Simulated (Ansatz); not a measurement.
# C2H6 (singlet): from Hartree-Fock to the top rungs, cc-pVDZ

How much of the correlation energy of C2H6 (singlet) does each wave-function method recover here?

Program: Ansatz 0.2.0, Gaussian basis. Level of theory: cc-pVDZ, core rule «outside noble gas», up to 2 orbitals frozen. These are calculated values, not measurements.

Plan: UHF; CCSD(T) on RHF; BCCD(T) on RHF; CISD; CCSDT(Q) on RHF; CASSCF and MRCISD+Q, 8 electrons in 8 orbitals; CASSCF and NEVPT2, 8 electrons in 8 orbitals.

17 further runs of the same task are left out: 17 set aside as unsound or not needed.

## 1. What is computed

The geometry is an MP2(full)/6-31G* stationary point (not a proven minimum).

8 atoms, charge 0, spin multiplicity 1.

Atoms are counted from 1 here; the program's logs count them from 0.

Bond lengths: C1–C2 1.524 Å, C1–H3 1.093 Å, C1–H4 1.093 Å, C1–H5 1.093 Å, C2–H6 1.093 Å, C2–H7 1.093 Å, C2–H8 1.093 Å. Angles: C2–C1–H3 111.2°, C2–C1–H4 111.2°, C2–C1–H5 111.2°, H3–C1–H4 107.7°, H3–C1–H5 107.7°, H4–C1–H5 107.7°, C1–C2–H6 111.2°, C1–C2–H7 111.2°, C1–C2–H8 111.2°, H6–C2–H7 107.7°, H6–C2–H8 107.7°, H7–C2–H8 107.7°.

## 2. UHF

in.yaml reads:

```yaml
crystal:
  periodic: [false, false, false]
  atoms:
    - {symbol: C, position_ang: [0.000000, 0.000000, 0.762209]}
    - {symbol: C, position_ang: [0.000000, 0.000000, -0.762209]}
    - {symbol: H, position_ang: [0.000000, 1.018957, 1.157229]}
    - {symbol: H, position_ang: [-0.882443, -0.509479, 1.157229]}
    - {symbol: H, position_ang: [0.882443, -0.509479, 1.157229]}
    - {symbol: H, position_ang: [0.000000, -1.018957, -1.157229]}
    - {symbol: H, position_ang: [-0.882443, 0.509479, -1.157229]}
    - {symbol: H, position_ang: [0.882443, 0.509479, -1.157229]}
basis:
  gaussian: {orbitals: cc-pVDZ}
magnetization: {spin_polarized: true, initial_magnetization: 0}
hamiltonian: {xc: hf}
output: {orbitals: {seedname: orbitals}}
```

The run is started by

```console
ansatz run in.yaml --threads 1 --pin off --events-out ev --progress --plain --max-ram 3328MiB --backend cpu
```

The runs that follow: CCSD(T) on RHF; BCCD(T) on RHF; CISD; CCSDT(Q) on RHF; CASSCF and MRCISD+Q, 8 electrons in 8 orbitals; CASSCF and NEVPT2, 8 electrons in 8 orbitals.

Before running them: what should the planned runs give, taken together? Wanted: RCCSDT(Q) below the RHF energy; RMP2 from RCCSDT(Q); RCCSD from RCCSDT(Q); RCCSD(T) from RCCSDT(Q); NEVPT2 frontier from RCCSDT(Q); MRCISD+Q frontier from RCCSDT(Q); T1 diagnostic.

As calculated:

| quantity | value |
| --- | --- |
| RCCSDT(Q) below the RHF energy | -9.4820 eV |
| RMP2 from RCCSDT(Q) | +121.6 kJ/mol |
| RCCSD from RCCSDT(Q) | +24.4 kJ/mol |
| RCCSD(T) from RCCSDT(Q) | +2.7 kJ/mol |
| NEVPT2 frontier from RCCSDT(Q) | +138.1 kJ/mol |
| MRCISD+Q frontier from RCCSDT(Q) | +6.2 kJ/mol |
| levels within 1 kcal/mol (43 meV) | RCCSD(T), BCCD(T), RCCSDT |
| T1 diagnostic | 0.006 |

RCCSD(T) misses by +2.7 kJ/mol, 0.3 % of the correlation energy. Of the multireference levels listed MRCISD+Q frontier comes nearest in total energy (+6.2 kJ/mol), which doesn't show that its space is the better one. These misses are within one basis, not against nature.
